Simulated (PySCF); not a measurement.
# Name the molecule from its bond curve

A diatomic of charge 0 contains F. Its doublet curve at PBE0 in a double-zeta basis (no relativity, PySCF), in eV from the separated fragments:

```csv
R (Å),E (eV)
1.150,-1.182
1.203,-1.796
1.257,-2.132
1.297,-2.251
1.337,-2.283
1.377,-2.248
1.431,-2.123
1.497,-1.879
1.578,-1.512
1.685,-1.015
```

The fit gives ωe = 1151 cm⁻¹ and the rotational constant Bₑ = 1.090 cm⁻¹.

Q: Which atom is the partner?

A: The minimum lies at 1.334 Å, so the reduced mass is 16.8576 u Å² cm⁻¹/(Bₑ·Re²) = 8.691 u. With F at 19.00 u the partner weighs about 16.0 u: O. The molecule is OF.

The state is the lowest determinant that a PBE0 search found; another state may lie lower at other levels.
